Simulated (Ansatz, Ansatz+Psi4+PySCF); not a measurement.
```xyz
4

N     0.0000    0.0000    0.1022
H     0.0000    0.8935   -0.2670
H     0.7738   -0.4468   -0.2670
H    -0.7738   -0.4468   -0.2670
```

Basis set: cc-pVTZ (spherical functions). Frozen core: 1 orbital. Charge 0, multiplicity 1.

Computed with Ansatz (development build ahead of 0.2.0); each method stands on the lowest determinant of its kind that the runs found. Restricted open shells among the atoms or ions are ROHF, correlated in semicanonical orbitals with singles.

The atomization energy at this shape (free ground-state atoms in the same class of orbitals less the molecule, no zero-point energy) of singlet NH3:

```tsv
method	atomization energy
RHF-CCSD(T)	12.34 eV
RHF-MP2	12.30 eV
```

(1) What does RHF give?

Results:

(1) 8.66 eV. Caution: the shape is not the minimum.
